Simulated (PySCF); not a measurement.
Stepwise substitution at one centre (Si C2H5-H). All species are isolated molecules in the gas phase. One relaxed conformer stands for each flexible species; it need not be the lowest. Strings in code marks are SMILES.

Method: PBE-D3(BJ)/def2-TZVP // B3LYP-D3(BJ)/def2-SVP (PySCF). Delta-SCF ions had no search for a lower state. Excitations are Tamm–Dancoff values on a coarser integration grid. The basis has no diffuse functions, so Rydberg states are missing or too high.

| species | vertical ionisation energy (Delta-SCF) (eV) | S1 excitation (TDA) (eV) | S1–T1 gap (TDA) (eV) | LUMO (eV) | HOMO (eV) | S1 oscillator strength |
|---|---|---|---|---|---|---|
| 1 of 4 C2H5 replaced by H (`CC[SiH](CC)CC`) | – | 6.96 | 0.21 | 0.36 | … | 0.001 |
| 2 of 4 C2H5 replaced by H (`C(C)[SiH2]CC` (C–C–Si–C torsion 180°, C–Si–C–C torsion 180°)) | 9.49 | … | 0.36 | … | -6.77 | 0.007 |
| 3 of 4 C2H5 replaced by H | … | 7.35 | 0.50 | … | -7.23 | 0.042 |
| 4 of 4 C2H5 replaced by H (`[SiH4]`) | 12.11 | – | – | 0.22 | -8.50 | – |

Task: Fill in the missing entries.

Result: 
- 1 of 4 C2H5 replaced by H (`CC[SiH](CC)CC`), HOMO (eV): -6.57
- 2 of 4 C2H5 replaced by H (`C(C)[SiH2]CC` (C–C–Si–C torsion 180°, C–Si–C–C torsion 180°)), S1 excitation (TDA) (eV): 7.00
- 2 of 4 C2H5 replaced by H (`C(C)[SiH2]CC` (C–C–Si–C torsion 180°, C–Si–C–C torsion 180°)), LUMO (eV): 0.06
- 3 of 4 C2H5 replaced by H, vertical ionisation energy (Delta-SCF) (eV): 10.39
- 3 of 4 C2H5 replaced by H, LUMO (eV): -0.11
